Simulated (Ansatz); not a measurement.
Stepwise reaction of `S[SiH2]S` with hydrogen chloride, as a gas-phase model of exchange steps in deposition or etching. ΔE in kJ/mol; ΔG adds harmonic PBE0-D4 terms to CCSD(T)/CBS, at 1 bar.

Isolated molecules relaxed with PBE0-D4/def2-TZVP in Ansatz; ΔE leaves out vibrations. CCSD(T)/CBS adds triple-zeta CCSD(T) − MP2 to the extrapolated MP2 energy (def2 sets, frozen cores). This one scheme is used for every species. Functionals use def2-TZVPP. B3LYP here is the variant with VWN-RPA as its local correlation; programs differ in this. One conformer a species, not always the lowest.

| step | reaction | PBE-D4 | B3LYP-D4 | ωB97M-V | CCSD(T)/CBS | ΔG(600 K) |
| --- | --- | --- | --- | --- | --- | --- |
| 1 | `S[SiH2]S` + HCl → `S[SiH2]Cl` + H₂S | -35.3 | -40.6 | -41.8 | -39.3 | -41.1 |

Q: Give the row of step 2, `S[SiH2]Cl` + HCl → `Cl[SiH2]Cl` + H₂S. (An estimate is asked.)

A: Ansatz gave: 
| step | reaction | PBE-D4 | B3LYP-D4 | ωB97M-V | CCSD(T)/CBS | ΔG(600 K) |
| --- | --- | --- | --- | --- | --- | --- |
| 2 | `S[SiH2]Cl` + HCl → `Cl[SiH2]Cl` + H₂S | -30.7 | -36.5 | -37.9 | -36.1 | -35.7 |

Q: By hand: ΔE of the 2 steps together at CCSD(T)/CBS.

A: (-39.3) + (-36.1) = -75.4 kJ/mol, or -37.7 kJ/mol a step.

In ΔE the steps differ by no more than 3.2 kJ/mol. All are downhill at CCSD(T)/CBS. ΔG lies between -41.1 and -35.7 kJ/mol a step. PBE-D4 differs from CCSD(T)/CBS by 4.0 to 5.4 kJ/mol a step. Isolated molecules leave out the surface, adducts and barriers. Largest T1 diagnostic: 0.011.
